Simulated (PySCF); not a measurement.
**C5H8: calculation against experiment**

**What was measured.**

NIST CCCBDB Release 22 (SRD 101), experimental dipoles lists, for the gas: dipole moment 0.514 D.

The runs below try to reproduce these values; the comparison stands at the end.

Compound: C₅H₈.
SMILES with atom numbers: `[CH2:1]=[C:2]1[CH2:3][CH2:4][CH2:5]1` (hydrogens: H6, H7 on C1; H8, H9 on C3; H10, H11 on C4; H12, H13 on C5)

Cartesian coordinates in Å at the PBE0-D3(BJ)/def2-SVP level; atoms count from 1:
```xyz
13
C5H8 angstrom
C      1.8499    0.7446   -0.1513
C      0.6124    0.2581   -0.1482
C     -0.7577    0.8714    0.0511
C     -1.2981   -0.5503    0.3394
C      0.0323   -1.1399   -0.1886
H      2.7180    0.0870   -0.2535
H      2.0380    1.8171   -0.0467
H     -0.8553    1.6278    0.8455
H     -1.1647    1.2990   -0.8806
H     -1.4377   -0.7335    1.4144
H     -2.2156   -0.8479   -0.1882
H     -0.0544   -1.5275   -1.2176
H      0.5328   -1.9060    0.4240
```

The PySCF runs (gas phase, on this PBE0-D3(BJ)/def2-SVP geometry; no spin–orbit coupling):

```
              level                                                                            job  basis functions
     B97-2/pcSseg-2                                             shieldings, ring-centre shieldings              292
      PBE0/pcSseg-1                shieldings, ring-centre shieldings, charges and field gradients              125
CAM-B3LYP/def2-SVPD  10 singlets by full TDDFT, 4 Tamm–Dancoff triplets, polarisability, ΔSCF ions              164
BHandHLYP/def2-SVPD  10 singlets by full TDDFT, 4 Tamm–Dancoff triplets, polarisability, ΔSCF ions              164
       HF/def2-SVPD        10 singlets by TDHF, 4 Tamm–Dancoff triplets, polarisability, ΔSCF ions              164
  LC-wPBE/def2-SVPD  10 singlets by full TDDFT, 4 Tamm–Dancoff triplets, polarisability, ΔSCF ions              164
      LDA/def2-SVPD  10 singlets by full TDDFT, 4 Tamm–Dancoff triplets, polarisability, ΔSCF ions              164
      PBE/def2-SVPD  10 singlets by full TDDFT, 4 Tamm–Dancoff triplets, polarisability, ΔSCF ions              164
        PBE0/6-31G*             10 singlets by full TDDFT, 4 Tamm–Dancoff triplets, polarisability               86
      PBE0/def2-SVP             10 singlets by full TDDFT, 4 Tamm–Dancoff triplets, polarisability              110
     PBE0/def2-SVPD  10 singlets by full TDDFT, 4 Tamm–Dancoff triplets, polarisability, ΔSCF ions              164
        B3LYP/pcJ-1        spin–spin couplings from 13 perturbed nuclei, spin–dipole term left out              215
```

All basis functions are spherical.

## Comparison

**Dipole moment.** Measured: 0.514 D (NIST CCCBDB Release 22 (SRD 101), experimental dipoles).

| level | computed (D) | computed − measured (D) | % (from the printed values) |
| --- | --- | --- | --- |
| B97-2/pcSseg-2 | 0.599 | +0.085 | +17 |
| PBE0/pcSseg-1 | 0.535 | +0.021 | +4 |
| CAM-B3LYP/def2-SVPD | 0.581 | +0.067 | +13 |
| BHandHLYP/def2-SVPD | 0.576 | +0.062 | +12 |
| HF/def2-SVPD | 0.605 | +0.091 | +18 |
| LC-wPBE/def2-SVPD | 0.577 | +0.063 | +12 |
| LDA/def2-SVPD | 0.620 | +0.106 | +21 |
| PBE/def2-SVPD | 0.581 | +0.067 | +13 |
| PBE0/6-31G* | 0.535 | +0.021 | +4 |
| PBE0/def2-SVP | 0.533 | +0.019 | +4 |
| PBE0/def2-SVPD | 0.577 | +0.063 | +12 |
| B3LYP/pcJ-1 | 0.544 | +0.030 | +6 |

12 of the 19 levels run are shown, the closest and the furthest among them. All 19 levels lie above the measurement. The computed dipoles belong to one fixed geometry; measured ones are averaged over vibrations unless marked μe. Magnitudes are compared, not signs.

The geometry is computed, not the measured one. Where a level misses, the cause wasn't examined.
